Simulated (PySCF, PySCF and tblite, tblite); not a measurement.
# C4H7N: a path driven as rotation about a bond, and NMR exchange

Aim: the barrier and rate of rotation about a bond in C4H7N (`C=CN1CC1`), and what it does to NMR lines.

Computed with tblite 0.8.0 (tight binding) and PySCF 2.14.0 (DFT, with response routines of our own); each step states its level. Atoms count from 0 throughout.

### 1 The molecule as given

12 atoms, charge 0, multiplicity 1; geometry from: force field or distance geometry start.

Bonds of the start (Å): C0–C1 1.32, C0–H5 1.09, C0–H6 1.09, C1–H7 1.10, C1–N2 1.39, C3–C4 1.47, C3–H8 1.09, C3–H9 1.09, C4–H10 1.08, C4–H11 1.09, N2–C3 1.45, N2–C4 1.46.

### 2 GFN2-xTB relaxation, start minimum

Job settings and geometry (Å):

```
{"job": {"xc": "GFN2-xTB", "basis": "xTB", "kind": "relax"}, "charge": 0, "multiplicity": 1}
C     -2.169600    -0.045100     0.099200
C     -0.886400     0.243400     0.245100
N      0.153800    -0.435400    -0.370600
C      1.389500    -0.584000     0.380400
C      1.317300     0.365900    -0.743700
H     -2.501400    -0.846400    -0.558500
H     -2.939000     0.526600     0.620200
H     -0.579500     1.054300     0.922600
H      1.860200    -1.557800     0.230600
H      1.374400    -0.218900     1.407600
H      1.252400     1.426800    -0.555300
H      1.729600     0.069900    -1.703500
```

The run is started by

```sh
$ OMP_NUM_THREADS=1 python ens_run.py task.json out
```

The driver reads the study from task.json and runs its stages one after another.

The program printed:

```text
step      E/eV     max force
  0    -407.77817    0.894
  1    -407.80209    0.377
  2    -407.81045    0.289
  3    -407.81910    0.181
  4    -407.82144    0.147
  5    -407.82282    0.100
  6    -407.82392    0.148
  7    -407.82502    0.122
  8    -407.82574    0.082
  9    -407.82627    0.063
 10    -407.82681    0.076
 11    -407.82742    0.087
 12    -407.82806    0.086
 13    -407.82862    0.069
 14    -407.82918    0.080
 15    -407.82981    0.105
 16    -407.83033    0.083
 17    -407.83061    0.047
 18    -407.83073    0.031
 19    -407.83082    0.028
 20    -407.83091    0.033
 21    -407.83099    0.025
 22    -407.83104    0.019
 23    -407.83107    0.017
 24    -407.83110    0.017
 25    -407.83112    0.016
 26    -407.83114    0.011
 27    -407.83115    0.007
 28    -407.83115    0.005
 29    -407.83115    0.005
 30    -407.83116    0.004
 31    -407.83116    0.003
 32    -407.83116    0.003
 33    -407.79589    0.992
 34    -407.81911    0.614
 35    -407.82908    0.262
 36    -407.83294    0.171
 37    -407.83408    0.112
 38    -407.83490    0.063
 39    -407.83521    0.036
 40    -407.83530    0.024
 41    -407.83538    0.031
 42    -407.83544    0.020
 43    -407.83548    0.014
 44    -407.83550    0.014
 45    -407.83553    0.017
 46    -407.83556    0.018
 47    -407.83560    0.019
 48    -407.83564    0.021
 49    -407.83572    0.034
 50    -407.83587    0.056
 51    -407.83615    0.077
 52    -407.83660    0.079
 53    -407.83723    0.087
 54    -407.83812    0.109
 55    -407.83955    0.132
 56    -407.84191    0.220
 57    -407.84457    0.265
 58    -407.83717    0.544
 59    -407.84983    0.178
 60    -407.85354    0.163
 61    -407.86408    0.385
 62    -407.87193    0.249
 63    -407.88684    0.407
 64    -407.89558    0.308
 65    -407.90242    0.404
 66    -407.90962    0.283
 67    -407.91572    0.191
 68    -407.92257    0.265
 69    -407.92897    0.343
 70    -407.93615    0.332
 71    -407.94558    0.231
 72    -407.95445    0.291
 73    -407.96217    0.273
 74    -407.96713    0.203
 75    -407.97028    0.193
 76    -407.97426    0.205
 77    -407.97917    0.228
 78    -407.98563    0.228
 79    -407.99171    0.189
 80    -407.99519    0.220
 81    -407.99638    0.174
 82    -407.99846    0.097
 83    -407.99963    0.089
 84    -408.00176    0.093
 85    -408.00273    0.087
 86    -408.00350    0.062
 87    -408.00389    0.056
 88    -408.00445    0.051
 89    -408.00495    0.057
 90    -408.00534    0.054
 91    -408.00556    0.042
 92    -408.00574    0.039
 93    -408.00592    0.042
 94    -408.00605    0.027
 95    -408.00611    0.016
 96    -408.00615    0.016
 97    -408.00619    0.016
 98    -408.00625    0.019
 99    -408.00629    0.014
100    -408.00631    0.011
101    -408.00632    0.009
102    -408.00633    0.007
103    -408.00633    0.006
104    -408.00634    0.004
105    -408.00634    0.002
```

Wall time 0.2 s (1 thread of Intel Xeon Platinum 8488C, shared host).

Relaxing gained 0.228 eV and moved the atoms by 0.89 Å on average (rms).

### 3 Relaxed scan, rotation

Job settings and geometry (Å):

```
{"job": {"xc": "GFN2-xTB", "basis": "xTB", "coordinate": [["t", [0, 1, 2, 3], 0.25], ["t", [0, 1, 2, 4], 0.25], ["t", [7, 1, 2, 3], 0.25], ["t", [7, 1, 2, 4], 0.25]], "kind": "drive"}, "charge": 0, "multiplicity": 1}
C     -1.934789     0.409458    -0.065597
C     -0.963015    -0.207552     0.593141
N      0.203418    -0.681147     0.019026
C      1.522827    -0.287551     0.421514
C      0.992703     0.057557    -0.920559
H     -1.842464     0.651200    -1.110553
H     -2.859479     0.667345     0.416086
H     -1.062839    -0.467183     1.640113
H      2.239044    -1.092681     0.521823
H      1.633273     0.507081     1.152103
H      0.729001     1.091590    -1.117493
H      1.333201    -0.494361    -1.786420
```

The program printed:

```text
point  coordinate     E/eV
  0      5.700     -407.98892
  1     20.600     -407.94823
  2     35.600     -407.90362
  3     50.700     -407.86553
  4     65.900     -407.84235
  5     80.900     -407.83222
  6     96.000     -407.83172
  7    111.100     -407.83951
  8    126.200     -407.85965
  9    141.400     -407.89462
 10    156.400     -407.93984
 11    171.300     -407.98196
```

It took 1.3 s on 1 thread of Intel Xeon Platinum 8488C, shared host.

The highest point is number 6, 3.6 kcal/mol above the first.

### 4 Nudged elastic band, leg 1

The job, as its differences from that of step 3:

```diff
@@ -1,2 +1,2 @@
-{"job": {"xc": "GFN2-xTB", "basis": "xTB", "coordinate": [["t", [0, 1, 2, 3], 0.25], ["t", [0, 1, 2, 4], 0.25], ["t", [7, 1, 2, 3], 0.25], ["t", [7, 1, 2, 4], 0.25]], "kind": "drive"}, "charge": 0, "multiplicity": 1}
+{"job": {"xc": "GFN2-xTB", "basis": "xTB", "kind": "neb"}, "charge": 0, "multiplicity": 1}
 C     -1.934789     0.409458    -0.065597
```

The program printed:

```text
image   E - E0 / eV
  0       0.0000
  1       0.0681
  2       0.1511
  3       0.1761
  4       0.1537
  5       0.0720
  6      -0.0000
```

Wall time 0.79 s (1 thread of Intel Xeon Platinum 8488C, shared host).

The highest point is number 3, 4.1 kcal/mol above the first.

### 5 Saddle search, leg 1

Job settings and geometry (Å):

```
{"job": {"xc": "GFN2-xTB", "basis": "xTB", "kind": "saddle"}, "charge": 0, "multiplicity": 1}
C     -2.173317     0.000642     0.084897
C     -0.902454     0.290408     0.292234
N      0.124812    -0.404088    -0.369475
C      1.348651    -0.635019     0.367550
C      1.312953     0.331749    -0.744732
H     -2.458761    -0.764634    -0.615313
H     -2.961519     0.522975     0.597199
H     -0.604629     1.068997     0.999864
H      1.789264    -1.611522     0.224145
H      1.426490    -0.246850     1.378679
H      1.370432     1.390942    -0.511318
H      1.728077     0.056399    -1.703731
```

The program printed:

```text
step      E/eV     max force
  0    -407.83022   0.0494
  1    -407.83115   0.0152
  2    -407.83116   0.0010
lowest wavenumbers (cm-1): -60.9 271.9 312.4 457.3 698.8 783.8
```

Run time: 0.79 s. Hardware: 1 thread of Intel Xeon Platinum 8488C, shared host.

Point group Cs; 1 imaginary mode, 61i cm⁻¹, carried by C0, C1, H7, H5. Steps downhill from it reached both ends.

### 6 Saddle search, other pyramid

Job settings and geometry (Å):

```
{"job": {"xc": "GFN2-xTB", "basis": "xTB", "kind": "saddle"}, "charge": 0, "multiplicity": 1}
C     -2.173744     0.002156     0.084384
C     -0.901700     0.290345     0.287944
N      0.125512    -0.410659    -0.366982
C     -0.123056    -0.847015    -1.724343
C     -0.082189    -1.820675    -0.618319
H     -2.460089    -0.782377    -0.593092
H     -2.959693     0.538431     0.585509
H     -0.603858     1.086453     0.975032
H      0.721875    -0.755316    -2.392016
H     -1.084885    -0.622285    -2.175565
H     -1.015528    -2.274552    -0.298772
H      0.792594    -2.439813    -0.478580
```

The program printed:

```text
step      E/eV     max force
  0    -407.68145   0.6147
  1    -407.74583   0.2628
  2    -407.77126   0.1336
  3    -407.77559   0.0610
  4    -407.77595   0.0214
  5    -407.77603   0.0097
  6    -407.77603   0.0014
lowest wavenumbers (cm-1): -97.4 260.0 314.0 529.7 685.6 788.9
```

It took 0.87 s on 1 thread of Intel Xeon Platinum 8488C, shared host.

Point group Cs; 1 imaginary mode, 97i cm⁻¹, carried by H7, H5, C0, C1. Steps downhill from it reached both ends.

### 7 Shieldings, start: PBE0/pcSseg-1

Job settings and geometry (Å):

```
{"job": {"kind": "nmr", "xc": "PBE0", "basis": "pcSseg-1", "pop": false}, "charge": 0, "multiplicity": 1}
C     -1.934789     0.409458    -0.065597
C     -0.963015    -0.207552     0.593141
N      0.203418    -0.681147     0.019026
C      1.522827    -0.287551     0.421514
C      0.992703     0.057557    -0.920559
H     -1.842464     0.651200    -1.110553
H     -2.859479     0.667345     0.416086
H     -1.062839    -0.467183     1.640113
H      2.239044    -1.092681     0.521823
H      1.633273     0.507081     1.152103
H      0.729001     1.091590    -1.117493
H      1.333201    -0.494361    -1.786420
```

The program printed:

```text
coarse grid: 9752 points
cycle   1  E = -210.9765299776  dE =  7.550e-01  |g| = 3.283e-01  |ddm| = 3.002e+00
cycle   2  E = -210.9736501987  dE =  2.880e-03  |g| = 3.492e-01  |ddm| = 5.947e-01
cycle   3  E = -211.0048711745  dE = -3.122e-02  |g| = 7.185e-02  |ddm| = 3.234e-01
cycle   4  E = -211.0059976720  dE = -1.126e-03  |g| = 3.182e-02  |ddm| = 8.673e-02
cycle   5  E = -211.0062336268  dE = -2.360e-04  |g| = 7.708e-03  |ddm| = 2.802e-02
cycle   6  E = -211.0062440665  dE = -1.044e-05  |g| = 2.780e-03  |ddm| = 6.468e-03
cycle   7  E = -211.0062455935  dE = -1.527e-06  |g| = 2.950e-04  |ddm| = 1.875e-03
final grid: 93432 points
cycle   8  E = -211.0350269361  dE = -2.776e-05  |g| = 7.008e-03  |ddm| = 2.209e-02
cycle   9  E = -211.0350238739  dE =  3.062e-06  |g| = 7.949e-03  |ddm| = 1.278e-02
cycle  10  E = -211.0350393153  dE = -1.544e-05  |g| = 1.427e-03  |ddm| = 7.232e-03
cycle  11  E = -211.0350397739  dE = -4.586e-07  |g| = 2.031e-04  |ddm| = 1.150e-03
cycle  12  E = -211.0350397825  dE = -8.557e-09  |g| = 7.286e-05  |ddm| = 1.992e-04
cycle  13  E = -211.0350397836  dE = -1.148e-09  |g| = 1.803e-05  |ddm| = 6.165e-05
cycle  14  E = -211.0350397837  dE = -7.446e-11  |g| = 2.864e-06  |ddm| = 1.521e-05
converged SCF energy = -211.0350397837

GIAO shielding tensors (ppm)
atom      isotropic    diamagn.    paramagn.     s11        s22        s33       span
  0 C       88.750     255.366    -166.616    -10.963    110.046    167.168    178.131
  1 C       34.448     253.309    -218.860    -81.474     53.976    130.843    212.317
  2 N      201.511     322.682    -121.171    133.105    192.225    279.202    146.097
  3 C      161.361     253.672     -92.312    118.349    166.824    198.910     80.561
  4 C      159.034     252.713     -93.679    113.373    169.081    194.649     81.276
  5 H       27.236      32.366      -5.130     23.969     25.620     32.118      8.149
  6 H       27.274      29.764      -2.490     25.011     26.035     30.777      5.766
  7 H       25.164      30.953      -5.789     22.326     25.102     28.062      5.736
  8 H       29.881      30.178      -0.297     24.206     26.221     39.216     15.011
  9 H       30.276      31.422      -1.146     25.401     27.967     37.459     12.058
 10 H       30.165      31.865      -1.700     25.913     28.149     36.433     10.520
 11 H       29.738      30.363      -0.625     24.178     26.008     39.030     14.853
```

Wall time 7.4 s (1 thread of Intel Xeon Platinum 8488C, shared host); peak memory 0.54 GiB.

In short: HOMO -6.15 eV, LUMO 0.73 eV; dipole 1.45 D.

### 8 Shieldings, saddle of leg 1: PBE0/pcSseg-1

Job settings and geometry (Å):

```
{"job": {"kind": "nmr", "xc": "PBE0", "basis": "pcSseg-1", "pop": false}, "charge": 0, "multiplicity": 1}
C     -2.173744     0.002156     0.084384
C     -0.901700     0.290345     0.287944
N      0.125512    -0.410659    -0.366982
C      1.351142    -0.641083     0.367428
C      1.310437     0.332466    -0.738699
H     -2.460089    -0.782377    -0.593092
H     -2.959693     0.538431     0.585509
H     -0.603858     1.086453     0.975032
H      1.796705    -1.613461     0.212313
H      1.428988    -0.262554     1.382256
H      1.359976     1.389477    -0.494756
H      1.726325     0.070806    -1.701338
```

The program printed:

```text
coarse grid: 9752 points
cycle   1  E = -210.9717456193  dE =  7.236e-01  |g| = 3.309e-01  |ddm| = 3.006e+00
cycle   2  E = -210.9709761182  dE =  7.695e-04  |g| = 3.408e-01  |ddm| = 6.608e-01
cycle   3  E = -211.0001706325  dE = -2.919e-02  |g| = 6.859e-02  |ddm| = 3.426e-01
cycle   4  E = -211.0011710703  dE = -1.000e-03  |g| = 2.605e-02  |ddm| = 6.513e-02
cycle   5  E = -211.0013312180  dE = -1.601e-04  |g| = 6.752e-03  |ddm| = 2.300e-02
cycle   6  E = -211.0013390495  dE = -7.831e-06  |g| = 3.306e-03  |ddm| = 7.519e-03
cycle   7  E = -211.0013413378  dE = -2.288e-06  |g| = 2.558e-04  |ddm| = 2.558e-03
final grid: 93432 points
cycle   8  E = -211.0305754613  dE = -2.921e-05  |g| = 7.083e-03  |ddm| = 2.501e-02
cycle   9  E = -211.0305728529  dE =  2.608e-06  |g| = 7.903e-03  |ddm| = 1.320e-02
cycle  10  E = -211.0305883059  dE = -1.545e-05  |g| = 1.289e-03  |ddm| = 7.332e-03
cycle  11  E = -211.0305886749  dE = -3.689e-07  |g| = 1.747e-04  |ddm| = 1.036e-03
cycle  12  E = -211.0305886805  dE = -5.657e-09  |g| = 8.513e-05  |ddm| = 1.647e-04
cycle  13  E = -211.0305886822  dE = -1.618e-09  |g| = 1.460e-05  |ddm| = 6.971e-05
cycle  14  E = -211.0305886822  dE = -4.059e-11  |g| = 4.992e-06  |ddm| = 1.525e-05
converged SCF energy = -211.0305886822

GIAO shielding tensors (ppm)
atom      isotropic    diamagn.    paramagn.     s11        s22        s33       span
  0 C       67.225     253.515    -186.290    -49.146     91.059    159.761    208.907
  1 C       28.205     255.341    -227.136    -83.859     65.729    102.744    186.602
  2 N      220.176     320.164     -99.988    108.084    251.114    301.329    193.245
  3 C      157.797     253.302     -95.504    108.944    171.660    192.788     83.844
  4 C      157.785     253.302     -95.517    108.906    171.663    192.786     83.880
  5 H       25.879      30.907      -5.028     21.946     25.272     30.419      8.473
  6 H       26.556      29.584      -3.027     23.361     25.941     30.367      7.006
  7 H       26.570      31.942      -5.373     24.417     24.592     30.699      6.282
  8 H       29.864      30.409      -0.545     23.783     26.579     39.229     15.445
  9 H       30.525      31.267      -0.742     25.493     28.532     37.549     12.056
 10 H       30.524      31.266      -0.742     25.491     28.532     37.548     12.057
 11 H       29.864      30.407      -0.544     23.782     26.579     39.230     15.448
```

It took 7.4 s on 1 thread of Intel Xeon Platinum 8488C, shared host; peak memory 0.55 GiB.

In short: HOMO -7.02 eV, LUMO 0.45 eV; dipole 1.41 D.

### 9 Single-point energy: PBE0/pcSseg-1

Job settings and geometry (Å):

```
{"job": {"kind": "sp", "xc": "PBE0", "basis": "pcSseg-1", "pop": false}, "charge": 0, "multiplicity": 1}
C     -2.260949     0.057384     0.134411
C     -0.961058     0.262458     0.265865
N      0.091195    -0.425022    -0.378497
C     -0.074233    -0.872793    -1.747020
C     -0.032593    -1.844883    -0.641903
H     -2.672397    -0.698674    -0.515154
H     -2.974381     0.647802     0.680631
H     -0.584340     1.032240     0.928783
H      0.799116    -0.737568    -2.370987
H     -1.018619    -0.690183    -2.247545
H     -0.947400    -2.352769    -0.357444
H      0.870898    -2.413300    -0.465941
```

The program printed:

```text
coarse grid: 9752 points
cycle   1  E = -210.9692935156  dE =  7.163e-01  |g| = 3.121e-01  |ddm| = 3.002e+00
cycle   2  E = -210.9740220353  dE = -4.729e-03  |g| = 2.889e-01  |ddm| = 5.620e-01
cycle   3  E = -210.9947478665  dE = -2.073e-02  |g| = 5.653e-02  |ddm| = 2.624e-01
cycle   4  E = -210.9953488737  dE = -6.010e-04  |g| = 2.624e-02  |ddm| = 6.068e-02
cycle   5  E = -210.9955159685  dE = -1.671e-04  |g| = 7.242e-03  |ddm| = 2.469e-02
cycle   6  E = -210.9955260879  dE = -1.012e-05  |g| = 2.965e-03  |ddm| = 7.416e-03
cycle   7  E = -210.9955278419  dE = -1.754e-06  |g| = 3.219e-04  |ddm| = 2.272e-03
final grid: 93432 points
cycle   8  E = -211.0249920926  dE = -3.498e-05  |g| = 7.150e-03  |ddm| = 2.409e-02
cycle   9  E = -211.0249904444  dE =  1.648e-06  |g| = 7.690e-03  |ddm| = 1.289e-02
cycle  10  E = -211.0250052292  dE = -1.478e-05  |g| = 1.001e-03  |ddm| = 6.936e-03
cycle  11  E = -211.0250054398  dE = -2.106e-07  |g| = 2.860e-04  |ddm| = 9.453e-04
cycle  12  E = -211.0250054578  dE = -1.800e-08  |g| = 7.437e-05  |ddm| = 2.632e-04
cycle  13  E = -211.0250054590  dE = -1.206e-09  |g| = 2.328e-05  |ddm| = 7.039e-05
cycle  14  E = -211.0250054591  dE = -1.228e-10  |g| = 3.269e-06  |ddm| = 1.943e-05
converged SCF energy = -211.0250054591
```

Wall time 3.9 s (1 thread of Intel Xeon Platinum 8488C, shared host); peak memory 0.54 GiB.

In short: HOMO -6.89 eV, LUMO 0.15 eV; dipole 1.29 D.

### 10 The path in numbers

Job settings and geometry (Å):

```
{"job": {"smiles": "C=CN1CC1", "charge": 0, "mult": 1, "motion": "rotation", "what": "enamine", "atoms": [1, 2], "drives": [{"terms": [["t", [0, 1, 2, 3], 0.25], ["t", [0, 1, 2, 4], 0.25], ["t", [7, 1, 2, 3], 0.25], ["t", [7, 1, 2, 4], 0.25]], "by": 180, "n": 12}], "flip": [1, 2], "study": "path", "level": {"kind": "nmr", "xc": "PBE0", "basis": "pcSseg-1"}, "fields": [400, 800, 900], "first": 5, "seed": 224, "kind": "path"}, "charge": 0, "multiplicity": 1}
C     -1.934789     0.409458    -0.065597
C     -0.963015    -0.207552     0.593141
N      0.203418    -0.681147     0.019026
C      1.522827    -0.287551     0.421514
C      0.992703     0.057557    -0.920559
H     -1.842464     0.651200    -1.110553
H     -2.859479     0.667345     0.416086
H     -1.062839    -0.467183     1.640113
H      2.239044    -1.092681     0.521823
H      1.633273     0.507081     1.152103
H      0.729001     1.091590    -1.117493
H      1.333201    -0.494361    -1.786420
```

The program printed:

```text
stationary points (kcal/mol above the start)
  n  kind          group   xTB      DFT    lowest mode
  0  minimum      C1       0.00     0.00     139.0
  1  saddle       Cs       4.04     2.92     -60.9
  2  saddle       Cs       5.31     6.15     -97.4
  3  minimum      C1      -0.00     0.00     139.0

GFN2-xTB energies: T/K, barrier G, reaction G (kcal/mol), k forward, k back (1/s)
 150.00     3.75    -0.00   1.09e+07   1.09e+07
 200.00     3.84    -0.00    2.7e+08    2.7e+08
 250.00     3.96    -0.00    1.9e+09    1.9e+09
 298.15     4.09    -0.00   6.83e+09   6.82e+09
 350.00     4.24    -0.00   1.85e+10   1.85e+10
 400.00     4.40    -0.00   3.83e+10   3.83e+10
 500.00     4.75    -0.00   1.08e+11   1.08e+11

PBE0/pcSseg-1 + D3(BJ) energies: T/K, barrier G, reaction G (kcal/mol), k forward, k back (1/s)
 150.00     2.63    -0.00   4.66e+08   4.65e+08
 200.00     2.72    -0.00   4.42e+09   4.41e+09
 250.00     2.84    -0.00   1.72e+10   1.72e+10
 298.15     2.97    -0.00   4.18e+10   4.17e+10
 350.00     3.12    -0.00    8.3e+10   8.29e+10
 400.00     3.28    -0.00   1.37e+11   1.37e+11
 500.00     3.63    -0.00    2.8e+11   2.79e+11
```

Wall time 25 s (1 thread of Intel Xeon Platinum 8488C, shared host); peak memory 0.55 GiB. This counts the whole study up to here.

Barriers by level (kcal/mol; entropies in cal/(mol K)). Zero-point and thermal terms come from xTB in every row. ΔG‡ leaves symmetry out; the rate counts one path and all 2 saddles; effective ΔG‡, where given, is the barrier that would give that rate by Eyring's equation alone:

```csv
level,ΔE‡,with zero-point,ΔH‡,ΔS‡,ΔG‡ (298 K),ΔE of reaction,k at 298 K (1/s),effective ΔG‡
GFN2-xTB,4.04,3.64,3.19,-3.0,4.09,0.00,6.8e+09,4.04
PBE0/pcSseg-1 + D3(BJ),2.92,2.51,2.07,-3.0,2.97,0.00,4.2e+10,2.96
```

Sites that the driver pairs across this motion, and where their lines would merge (no couplings; faster rotations, inversion at nitrogen or exchange between molecules can average them sooner):

```csv
nucleus,sites: shielding (ppm),proton frequency (MHz),spread (Hz),coalescence (K),lines at 298 K
¹³C,C3: 161.4; C4: 159.0,400,234,59,1
¹³C,C3: 161.4; C4: 159.0,800,468,61,1
¹³C,C3: 161.4; C4: 159.0,900,527,61,1
¹H,H8: 29.88; H11: 29.74,400,57,55,1
¹H,H8: 29.88; H11: 29.74,800,114,57,1
¹H,H8: 29.88; H11: 29.74,900,128,57,1
¹H,H9: 30.28; H10: 30.16,400,44,55,1
¹H,H9: 30.28; H10: 30.16,800,89,56,1
¹H,H9: 30.28; H10: 30.16,900,100,57,1
```

### 11 Outcome

```
                        quantity                              value
barrier (PBE0/pcSseg-1 + D3(BJ))   ΔE‡ 2.9, ΔG‡(298 K) 3.0 kcal/mol
              barrier (GFN2-xTB)                   ΔE‡ 4.0 kcal/mol
                   rate at 298 K                        4.2e+10 s⁻¹
                 end of the path  the start, renumbered or mirrored
           coalescence of ¹³C C3                    61 K at 900 MHz
```

What this shows: DFT puts the top 2.9 kcal/mol above the start (xTB: 4.0); the rate from the DFT barrier is 4.2e+10 s⁻¹ at 298 K. An error of 1.4 kcal/mol changes that rate tenfold. The ¹³C lines of C3 and its partners, 527 Hz apart at 900 MHz, merge at 61 K, so by this path alone the exchange at 298 K is fast for them; other paths were not followed.
